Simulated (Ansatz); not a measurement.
Basis-set extrapolation for `CN(P)C=S` (PBE0-D4/def2-TZVP geometry, frozen core, the Gaussian-basis code of Ansatz). Multiplicity 1, RHF reference.

```json
{"": "HF", "def2-TZVPP": "-872.005900", "def2-QZVPP": "-872.033420"}
{"": "MP2 correlation", "def2-TZVPP": "-0.869648", "def2-QZVPP": "-0.932509"}
{"": "CCSD(T) correlation", "def2-TZVPP": "-0.963068", "def2-QZVPP": "not run"}
```

Energies in hartree. Use E(X) = E(∞) + A·exp(−7.88·√X) for Hartree–Fock and E(X) = E(∞) + B·X^(−2.97) for correlation, with X = 3 and 4, and add CCSD(T) minus MP2 of the smaller set to the MP2 limit.

What is the CCSD(T) energy at the basis-set limit?

HF limit: -872.033420 + (-0.027520) × 0.13774 = -872.03721. MP2 limit: -0.932509 + (-0.062861) × 0.74074 = -0.97907. Higher-order term: -0.963068 − (-0.869648) = -0.09342. Total: -873.10970 hartree, 369.5 kJ/mol below CCSD(T)/def2-TZVPP.
